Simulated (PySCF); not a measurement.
LiF, SMILES [Li][F].

Geometry optimised at PBE-D3(BJ)/def2-TZVPD.

All values below come from TDA-PBE0/def2-TZVPD (PySCF).

Vertical excitations; the highest root listed may be one member of a degenerate set. Isolated molecule, no solvent. State labels are in the subgroup C2v.

```json
[
 {"state": "S1", "symmetry": "B2", "energy (eV)": "5.57", "λ (nm)": "223", "f": "0.022", "main pairs": "HOMO→LUMO (degenerate set)"},
 {"state": "S2", "symmetry": "B1", "energy (eV)": "5.57", "λ (nm)": "223", "f": "0.022", "main pairs": "HOMO−1→LUMO (degenerate set)"},
 {"state": "S3", "symmetry": "A1", "energy (eV)": "6.02", "λ (nm)": "206", "f": "0.003", "main pairs": "HOMO−2→LUMO 98 %"},
 {"state": "S4", "symmetry": "A2", "energy (eV)": "7.22", "λ (nm)": "172", "f": "0.000", "main pairs": "HOMO→LUMO+1, HOMO−1→LUMO+2 (degenerate set)"},
 {"state": "S5", "symmetry": "A1", "energy (eV)": "7.23", "λ (nm)": "172", "f": "0.000", "main pairs": "HOMO−1→LUMO+1, HOMO→LUMO+2 (degenerate set)"},
 {"state": "S6", "symmetry": "A2", "energy (eV)": "7.26", "λ (nm)": "171", "f": "0.000", "main pairs": "HOMO−1→LUMO+2 48 %, HOMO→LUMO+1 48 %"},
 {"state": "S7", "symmetry": "A1", "energy (eV)": "7.63", "λ (nm)": "162", "f": "0.026", "main pairs": "HOMO→LUMO+2 49 %, HOMO−1→LUMO+1 49 %"},
 {"state": "S8", "symmetry": "B2", "energy (eV)": "7.69", "λ (nm)": "161", "f": "0.004", "main pairs": "HOMO−2→LUMO+2 (degenerate set)"},
 {"state": "S9", "symmetry": "B1", "energy (eV)": "7.69", "λ (nm)": "161", "f": "0.004", "main pairs": "HOMO−2→LUMO+1 (degenerate set)"},
 {"state": "S10", "symmetry": "B2", "energy (eV)": "7.79", "λ (nm)": "159", "f": "0.043", "main pairs": "HOMO→LUMO+3 95 %"},
 {"state": "T1", "symmetry": "B2", "energy (eV)": "5.49", "λ (nm)": "226", "f": "0", "main pairs": "HOMO→LUMO (degenerate set)"},
 {"state": "T2", "symmetry": "B1", "energy (eV)": "5.49", "λ (nm)": "226", "f": "0", "main pairs": "HOMO−1→LUMO (degenerate set)"},
 {"state": "T3", "symmetry": "A1", "energy (eV)": "5.94", "λ (nm)": "209", "f": "0", "main pairs": "HOMO−2→LUMO 97 %"},
 {"state": "T4", "symmetry": "A1", "energy (eV)": "6.96", "λ (nm)": "178", "f": "0", "main pairs": "HOMO−1→LUMO+1 46 %, HOMO→LUMO+2 46 %"}
]
```
Triplets are in the Tamm–Dancoff approximation.
